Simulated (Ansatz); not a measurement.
A nudged elastic band was laid between two geometries of BClH4S (7 atoms, charge 0, multiplicity 1).

These are results of RKS BLYP/def2-SVP (Ansatz 0.2.0), not measurements.

| Quantity | Value |
| --- | --- |
| movable images | 7 |
| climbing image | yes |
| spring | 20.0 eV/Å² |
| optimiser | quadratic models (default) |
| start path | through a guess of the saddle point |
| force threshold | 0.05 eV/Å |
| iteration limit | 60 |
| end points | relaxed |

Initial state:

```xyz
7
Properties=species:S:1:pos:R:3
B 0.034 -0.040 0.109
Cl -0.608 0.605 1.701
H 1.222 0.126 -0.086
H -0.723 0.045 -0.838
S 0.071 -2.206 0.247
H -1.174 -2.428 0.769
H 0.659 -2.352 1.472
```

Final state:

```xyz
7
Properties=species:S:1:pos:R:3
B 0.163 -0.577 -0.539
Cl -0.173 0.164 3.062
H 1.235 -0.025 -0.592
H -0.876 -0.047 -0.843
S 0.212 -2.289 0.006
H -1.123 -2.578 -0.052
H 0.045 -0.897 2.333
```

What changes between the two ends?

Bonds broken: B1–Cl2, S5–H7. Bonds formed: Cl2–H7. BClH4S becomes BH3S + ClH.

What energy profile does the band end with?

The run converged. The highest image is number 5 of 0 to 8, 0.71 eV above the first end and 0.53 eV above the last; the last end lies 0.17 eV above the first. Another band between the same ends (7 images) ends at a top of the same energy, where a vibrational analysis finds 1 clearly imaginary mode. The orbitals stay closed-shell, which can raise the energy where a bond breaks towards radicals; this wasn't checked here.

| image | path coordinate (Å) | energy (eV) | B1–Cl2 (Å) | S5–H7 (Å) | Cl2–H7 (Å) |
| --- | --- | --- | --- | --- | --- |
| 0 | 0.00 | 0.00 | 1.83 | 1.37 | 3.23 |
| 1 | 0.39 | 0.01 | 1.83 | 1.37 | 3.06 |
| 2 | 0.78 | 0.05 | 1.84 | 1.36 | 2.82 |
| 3 | 1.17 | 0.15 | 1.86 | 1.37 | 2.38 |
| 4 | 1.55 | 0.42 | 1.97 | 1.45 | 1.92 |
| 5 | 1.94 | 0.71 | 2.18 | 1.75 | 1.52 |
| 6 | 2.46 | 0.39 | 2.69 | 2.19 | 1.33 |
| 7 | 2.98 | 0.20 | 3.21 | 2.52 | 1.31 |
| 8 | 3.50 | 0.17 | 3.69 | 2.72 | 1.31 |

What is the geometry of the highest image?


```xyz
7
Properties=species:S:1:pos:R:3
B 0.130 -0.355 -0.050
Cl -0.194 0.172 2.041
H 1.222 0.094 -0.289
H -0.869 -0.007 -0.627
S 0.248 -2.280 0.314
H -1.084 -2.570 0.241
H 0.030 -1.303 1.745
```

The band took 9 iterations and about 110 core-seconds.

Time of the run: 59 s on 2 threads of Arm Neoverse V1, with other jobs on the host, peak memory 0.14 GiB.
